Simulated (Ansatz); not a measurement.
Species: HO, SMILES `[OH]` (charge 0, multiplicity 2).

Q: Give a relaxed geometry from PBE-D3(BJ)/def2-SVP in Ansatz (a quantum-chemistry and plane-wave program).

A: the end point of this relaxation (outside a Z-matrix the atoms follow the SMILES, hydrogens last).
Cartesian coordinates (Å) in one orientation:
```xyz
2

O      0.495     0.000     0.000
H     -0.495     0.000     0.000
```
